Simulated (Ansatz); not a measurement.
How far each method lies from RCCSDTQ for H₂Si–Al, doublet

Geometry: a PBE0/def2-TZVP stationary point for this spin, not checked as a minimum.

```tsv
atom	x (Å)	y (Å)	z (Å)
Si	-0.0563	0.0000	1.1568
Al	0.0305	0.0000	-1.3507
H	0.3768	-1.1894	1.9627
H	0.3768	1.1894	1.9627
```

Basis cc-pVDZ; Ansatz 0.2.0. Only valence electrons are correlated (noble-gas cores frozen), which leaves 9 electrons in 36 orbitals. Prefix R: restricted or restricted open-shell reference; prefix U: unrestricted. Active spaces: valence = (9e, 10o) chosen from the atoms' valence shells.

Full CI isn't at hand for all of this; RCCSDTQ serves as the reference, and is uncertain by the last step of the cluster series or more. The frozen core follows each run's orbitals, which can shift R against U totals by a few meV.

Unrestricted rows (U) aren't spin-pure: their determinants' ⟨S²⟩ exceeds S(S+1) by up to 0.23, so they mix in states of higher spin. For open shells CISD is restricted-active-space CI with the open shells as a complete middle space.

```
UHF ⟨S²⟩                          : 0.976
T1 diagnostic (RCCSD)             : 0.0383
largest doubles amplitude (RCCSD) : 0.081
T1 diagnostic (UCCSD)             : 0.0541
```

| level | E − E(RCCSDTQ) (kJ/mol) | share of correlation (%) | wall time |
| --- | --- | --- | --- |
| RHF | 474.4 | 0.00 | – |
| UHF | 456.3 | 3.82 | – |
| RMP2 | 121.0 | 74.49 | – |
| UMP2 | 129.0 | 72.82 | – |
| CISD | 57.4 | 87.91 | 1.2 s |
| RCCSD | 18.1 | 96.18 | – |
| UCCSD | 17.8 | 96.24 | – |
| RCCSD(T) | 4.6 | 99.04 | 3.3 s |
| UCCSD(T) | 4.7 | 99.02 | 4.2 s |
| BCCD(T) | 4.5 | 99.06 | 2.5 s |
| RCCSDT | 0.9 | 99.82 | – |
| UCCSDT | 0.8 | 99.82 | – |
| RCCSDT(Q) | 0.1 | 99.98 | 15 s |
| UCCSDT(Q) | 0.1 | 99.98 | 16 s |
| CASSCF (valence space) | 280.4 | 40.89 | – |
| NEVPT2 (valence space) | 84.8 | 82.14 | 7.5 s |
| MRCISD (valence space) | 21.7 | 95.42 | – |
| MRCISD+Q (valence space) | 4.0 | 99.16 | 7 s (H100) |

The correlation energy at RCCSDTQ, counted from RHF, is -4.917 eV. That run took 24 s on 2 threads of AMD EPYC 7R13 with a shared H100 80 GB, shared host.

Times hold each run's SCF and search for its determinant on a shared host, so for small cases they say little of a method's own cost; rows without a card ran on 1 thread of AMD EPYC 7R13. Some runs computed forces too.

Natural occupations of CASSCF (valence space) about the gap: 1.982 1.971 1.971 1.869 0.998 0.069 0.066 0.032 0.024 0.017; effectively unpaired electrons, Σ n²(2−n)², 1.11.

Atomization energy (electronic, same basis, no zero-point term; atoms at the same level, unrestricted beside the R rows where the molecule is a closed shell, with restricted open-shell steps beyond CCSDT(Q)) at RCCSDTQ: 762.7 kJ/mol. Errors of other levels:

| level | error (kJ/mol) |
| --- | --- |
| RHF | -157.9 |
| UHF | -158.2 |
| RMP2 | -20.0 |
| UMP2 | -29.0 |
| CISD | -48.8 |
| RCCSD | -10.9 |
| UCCSD | -11.3 |
| RCCSD(T) | -2.3 |
| UCCSD(T) | -2.6 |
| BCCD(T) | -2.2 |
| RCCSDT | -0.8 |
| UCCSDT | -0.8 |
| RCCSDT(Q) | -0.1 |
| UCCSDT(Q) | -0.1 |
| CASSCF (valence space) | -61.5 |
| NEVPT2 (valence space) | -24.3 |
| MRCISD (valence space) | -17.8 |
| MRCISD+Q (valence space) | -10.2 |

This basis is far from its limit, so the value isn't to be set against a measured one. Truncated CI isn't size-consistent, which counts against it in atomization.
